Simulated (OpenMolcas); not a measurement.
**Predicting a hybrid from its neighbours: [NH4]+ (ammonium)**

[NH4]+ has 5 atoms, charge +1, and is taken as a singlet. As SMILES, `[NH4+]`. The shape is that of a PBE0-D4/def2-TZVP optimisation.

The HOMO–LUMO gap y, in eV, basis def2-TZVPP; a is the functional's share of exact exchange. Programs: OpenMolcas 26.06.

| functional | program | a | y (eV) |
| --- | --- | --- | --- |
| revPBE | OpenMolcas | 0 | 14.20 |
| BLYP | OpenMolcas | 0 | 13.99 |
| B3LYP | OpenMolcas | 0.2 | 16.17 |
| PBE0 | OpenMolcas | 0.25 | ? |
| BHLYP | OpenMolcas | 0.5 | 19.16 |

**Question.** Fit y = c + s·a to the known rows and predict PBE0.

**Answer.** 
1. Means of the 4 rows: a = 0.1750, y = 15.880.
2. Σ(Δa)² = 0.1675, Σ(Δa·Δy) = 1.698, so the slope is 1.698/0.1675 = 10.137.
3. Intercept: 15.880 − (10.137) × 0.1750 = 14.106. The largest residual of the fit is 0.12.
4. PBE0: 14.106 + (10.137) × 0.25 = 16.64 eV.

The run gave 16.92 eV, so the prediction is off by -0.28 eV, more than the scatter of the fit. Exact exchange lowers occupied levels and raises empty ones. The rows mix families of semi-local functionals, which the line can't see.
